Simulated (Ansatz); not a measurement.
Abridged output of a molecular run in Ansatz:

```
Functional definition: HF
  name "HF"
  cite "Fock, Z. Phys. 61, 126 (1930) doi:10.1007/BF01340294"
  parent pbe
  exchange = exact_x
  correlation = 0
894 factors; integrals over basis functions are off by at most 1.5e-3 eV
mean field evaluation 1: about -26434.7375 eV, gradient 2.8e1 eV
mean field evaluation 2: about -26434.8557 eV, gradient 2.8e1 eV
mean field evaluation 4: about -26436.9548 eV, gradient 3.2e0 eV
mean field evaluation 8: about -26437.0016 eV, gradient 1.9e-1 eV
mean field -26437.00185424 eV, -971.5418984998 hartree, gradient 1.9e-6 eV, S^2 0.000000; 0 other end points of the search recorded, 0 dependent functions left out
13 core orbitals not correlated: weight in the atoms' cores, before any rotation towards them, 1.000 or more for the frozen orbitals, at most 0.000 for the correlated occupied ones
reference -26437.00185424 eV, -971.5418984998 hartree; 15, 15 occupied and 65, 65 virtual orbitals, 894 factors
second order -19.35241590 eV of doubles, -0.00000000 eV of singles
cycle   1  -19.92262717 eV  change   -5.7e-1 eV  update   1.0e-1
cycle   2  -20.43039654 eV  change   -5.1e-1 eV  update   3.0e-2
cycle   3  -20.54313838 eV  change   -1.1e-1 eV  update   1.5e-2
cycle   4  -20.54172764 eV  change    1.4e-3 eV  update   3.5e-3
cycle   5  -20.54157623 eV  change    1.5e-4 eV  update   1.8e-3
cycle   6  -20.54178108 eV  change   -2.0e-4 eV  update   5.6e-4
cycle   7  -20.54148320 eV  change    3.0e-4 eV  update   2.4e-4
cycle   8  -20.54138637 eV  change    9.7e-5 eV  update   8.3e-5
cycle   9  -20.54139635 eV  change   -1.0e-5 eV  update   3.7e-5
perturbative correction -0.63916500 eV, -0.0234888804 hartree
Total energy: -26458.18241558 eV, -972.3202697725 hartree
```

Its atoms:

Cartesian coordinates in Å:
```
F 0.9537 1.9698 0.4022
C 0.0373 0.9895 0.6707
S -0.9647 0.5287 -0.7595
C -0.0842 -1.0543 -0.6674
S 0.7727 -0.6469 0.8783
H -0.5419 1.3296 1.5291
H -0.7651 -1.8950 -0.5485
H 0.5922 -1.2215 -1.5049
```

Problem. Which basis set was used?
A. def2-SVPD
B. cc-pV(T+d)Z
C. def2-SVP
D. def2-TZVPP

Solution. C. It gives 93 functions.

Problem. Write the keys of the input that set method, charge and spin (a neutral closed shell needs none for the last two).

Solution. 
```yaml
correlation: {method: ccsd_t}
```
